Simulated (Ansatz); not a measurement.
Basis-set extrapolation for C₄H₅N (`C=C=CN=C`) (PBE0-D4/def2-TZVP geometry, frozen core, Ansatz). Multiplicity 1, RHF reference.

```csv
,def2-TZVPP,def2-QZVPP
HF,-208.816337,-208.825448
MP2 correlation,-0.823904,-0.877675
CCSD(T) correlation,-0.898394,not run
```

Energies in hartree. Use E(X) = E(∞) + A·exp(−7.88·√X) for Hartree–Fock and E(X) = E(∞) + B·X^(−2.97) for correlation, with X = 3 and 4, and add CCSD(T) minus MP2 of the smaller set to the MP2 limit.

Problem. What is the CCSD(T) energy at the basis-set limit?

Solution. HF limit: -208.825448 + (-0.009111) × 0.13774 = -208.82670. MP2 limit: -0.877675 + (-0.053771) × 0.74074 = -0.91751. Higher-order term: -0.898394 − (-0.823904) = -0.07449. Total: -209.81870 hartree, 273.0 kJ/mol below CCSD(T)/def2-TZVPP.
